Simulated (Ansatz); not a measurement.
**SiF₂ (triplet): wave-function methods side by side, def2-QZVPP**

The task here is to estimate one member of a computed series from the others.

Computed with Ansatz 0.2.0, Gaussian basis. Level: def2-QZVPP, core rule «outside noble gas», up to 7 orbitals frozen.

Plan: UHF; ROHF; CCSD(T) on UHF.

2 further runs of the same task are left out: 2 set aside as unsound or not needed.

## What is computed

The geometry is a PBE0/def2-TZVP stationary point (not a proven minimum).

3 atoms, charge 0, spin multiplicity 3.

Atoms are counted from 1 here; the program's logs count them from 0.

Bond lengths: F1–Si2 1.598 Å, Si2–F3 1.598 Å. Angles: F1–Si2–F3 113.7°.

Set-up of the first run:

File in.yaml:

```yaml
crystal:
  periodic: [false, false, false]
  atoms:
    - {symbol: F, position_ang: [0.000000, -0.371280, 1.337507]}
    - {symbol: Si, position_ang: [0.000000, 0.502304, 0.000000]}
    - {symbol: F, position_ang: [0.000000, -0.371280, -1.337507]}
basis:
  gaussian: {orbitals: "def2-QZVPP.json"}
magnetization: {spin_polarized: true, initial_magnetization: 2}
hamiltonian: {xc: hf}
output: {orbitals: {seedname: orbitals}}
```

Launch:

```sh
$ ansatz run in.yaml --threads 1 --pin off --events-out ev --progress --plain --max-ram 2393MiB
```

Among the steps run: UHF; ROHF; CCSD(T) on UHF.

One of the session's tables, all rows but one given; the rest of the session is left out.

It belongs to the step «Misses and costs». 

```
  method  from UCCSD(T) (meV)
    ROHF             +17545.5
     UHF             +17511.1
    UMP2                    ?
   UCCSD               +562.8
UCCSD(T)                    0
```

**Question.** Estimate the row for UMP2.

As computed: from UCCSD(T) (meV): +552.9. In the column «from UCCSD(T) (meV)» it lies between UCCSD(T) (0) and UCCSD (+562.8).
